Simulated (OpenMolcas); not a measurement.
# F2 (fluorine) at CCSD(T)/def2-SVPD

Aim: the vertical singlet–triplet gap of F2 (fluorine) at CCSD(T)/def2-SVPD, from 2 runs. 

Program for the calculation: OpenMolcas 26.06.

### Step 1. Starting point

F2 has 2 atoms, charge 0, and is taken as a singlet. SMILES: `FF`. The coordinates come from a PBE0-D4/def2-TZVP relaxation.

Bond lengths: F1–F2 1.376 Å.

### Step 2. A single-point energy at CCSD(T)/def2-SVPD

job.input

```
* F2 CCSD(T)
>>> EXPORT MOLCAS_PRINT=2

&gateway
 baslib = $CurrDir
 coord
 2
 bohr
 F     -1.10341108     0.40137783    -0.55746921
 F      1.10341108    -0.40137783     0.55746921
 basis = def2-SVPD
 group = NoSym

&seward

&scf
 prorbitals = 0

&rasscf
 fileorb = $Project.ScfOrb
 spin = 1
 nactel = 0 0 0
 inactive = 9
 ras2 = 0
 outorbitals = Canonical
 orblisting = Nothing

&motra
 jobiph
 frozen = 2

&ccsdt
 cct
 triples = 2
 iterations = 50
 extrapolation = 5 4
```

The basis set def2-SVPD is read from a file made from the Basis Set Exchange's data (not shown).

On the command line:

```bash
export MOLCAS_MEM=1860
pymolcas job.input > job.log
```

The program printed:

```text
--- Start Module: gateway ---
[...]
--- Stop Module: gateway /rc=_RC_ALL_IS_WELL_ ---
[...]
      Basis functions           46
[...]
       Convergence after   9 Iterations
[...]
::    Total SCF energy                               -198.5185313956
[...]
      Total spin, S                                     0.0000000000
[...]
      Number of active orbitals                  0
[...]
      Spin quantum number                      0.0
[...]
      Active orbitals                            0
[...]
      Number of CSFs                             1
[...]
      Number of root(s) required                 1
[...]
      Convergence after  4 iterations
[...]
      Natural orbitals and occupation numbers for root  1
      ************************************************************************************************************************
      *                                                    Final results                                                     *
      ************************************************************************************************************************
[...]
::    RASSCF root number  1 Total energy:   -198.51853140
[...]
      Total electronic charge=   18.000000
      Total            charge=   -0.000000
[...]
      Dipole Moment (debye):
      Origin of the operator (angstrom)=    0.0000    0.0000    0.0000
                   X= -1.2622E-14               Y=  3.6465E-15               Z=  3.7631E-15           Total=  1.3667E-14
      Quadrupole Moment (debye*angstrom):
[...]
--- Start Module: motra ---
[...]
      *** WARNING: Default frozen orbitals is overwritten by user input.
      *** Default values:   2
[...]
--- Stop Module: motra /rc=_RC_ALL_IS_WELL_ ---
--- Start Module: ccsdt ---
[...]
      Convergence after                    15  Iterations
      Total energy (diff) :    -198.93189006       0.00000001
[...]
 METHOD                       : CCSD+T(CCSD)+<T3(1)WT1> = CCSD(T)
[...]
       CCSD     =      -198.9318900591611
[...]
--- Stop Module: ccsdt /rc=_RC_ALL_IS_WELL_ ---
[...]
```

Run time: 8.1 s. Hardware: 1 thread of Intel Xeon Platinum 8488C (Sapphire Rapids), shared host; peak memory 0.38 GiB.

### Step 3. The triplet, same level

job.inp

```
&GATEWAY
BasLib
$CurrDir
Coord
2
bohr
F     -1.10341108     0.40137783    -0.55746921
F      1.10341108    -0.40137783     0.55746921
Basis
def2-SVPD
Group
NoSym
&SEWARD
&SCF
UHF
Spin
3
PrOrbitals
0
&RASSCF
FileOrb
$Project.UnaOrb
Spin
3
Nactel
2 0 0
Inactive
8
Ras2
2
OutOrbitals
Canonical
OrbListing
Nothing
&MOTRA
JobIph
Frozen
2
&CCSDT
CCT
Triples
3
Iterations
50
Extrapolation
5 4
```

The basis set def2-SVPD is read from a file made from the Basis Set Exchange's data (not shown).

On the command line:

```bash
export MOLCAS_MEM=1860
pymolcas job.inp > job.log
```

The program printed:

```text
--- Start Module: gateway ---
[...]
--- Stop Module: gateway /rc=_RC_ALL_IS_WELL_ ---
[...]
      Basis functions           46
[...]
       Convergence after  20 Iterations
[...]
::    Total SCF energy                               -198.4014721330
[...]
      Total spin, S                                     1.0148376368
[...]
      Number of active orbitals                  2
[...]
      Spin quantum number                      1.0
[...]
      Active orbitals                            2
[...]
      Number of CSFs                             1
[...]
      Number of root(s) required                 1
[...]
      Convergence after  8 iterations
[...]
      printout of CI-coefficients larger than  0.05 for root  1
      energy=    -198.376393
      conf/sym  11     Coeff  Weight
             1  uu   1.00000 1.00000
      Natural orbitals and occupation numbers for root  1
      sym 1:   1.000000   1.000000
      ************************************************************************************************************************
      *                                                    Final results                                                     *
[...]
::    RASSCF root number  1 Total energy:   -198.37639268
[...]
      Total electronic charge=   18.000000
      Total            charge=   -0.000000
[...]
      Dipole Moment (debye):
      Origin of the operator (angstrom)=    0.0000    0.0000    0.0000
                   X= -2.8712E-08               Y=  9.6949E-09               Z= -1.2978E-08           Total=  3.2967E-08
      Quadrupole Moment (debye*angstrom):
[...]
--- Start Module: motra ---
[...]
      *** WARNING: Default frozen orbitals is overwritten by user input.
      *** Default values:   2
[...]
--- Stop Module: motra /rc=_RC_ALL_IS_WELL_ ---
--- Start Module: ccsdt ---
[...]
      Convergence after                    14  Iterations
      Total energy (diff) :    -198.79099830      -0.00000005
[...]
 METHOD                       : CCSD+T(CCSD)+<T3(1)WT1>+<T3(1)UT2> = CCSD(T)
[...]
       CCSD     =      -198.7909982978262
[...]
--- Stop Module: ccsdt /rc=_RC_ALL_IS_WELL_ ---
[...]
```

Run time: 9.3 s. Hardware: 1 thread of Intel Xeon Platinum 8488C (Sapphire Rapids), shared host; peak memory 0.38 GiB.

### Step 4. Outcome

Level: CCSD(T)/def2-SVPD, 2 core orbitals frozen.

| quantity | value |
| --- | --- |
| singlet: total energy | -198.94263 Eh |
| singlet: dipole moment (mean-field density) | 0.00 D |
| singlet: HOMO energy (Hartree–Fock orbitals) | -18.24 eV |
| singlet: LUMO energy (Hartree–Fock orbitals) | 2.13 eV |
| singlet: HOMO–LUMO gap (Hartree–Fock orbitals) | 20.37 eV |
| singlet: correlation energy (2 core orbitals frozen) | -424.1 mEh |
| singlet: (T) correction | -10.74 mEh |
| triplet: total energy | -198.80218 Eh |
| triplet: (T) correction | -11.18 mEh |
| vertical energy of the triplet above the singlet | 3.822 eV |

**Reading.** At this shape the triplet lies 3.82 eV (88 kcal/mol) above the singlet. The triples (singlet) make up 2.5 % of the correlation energy.
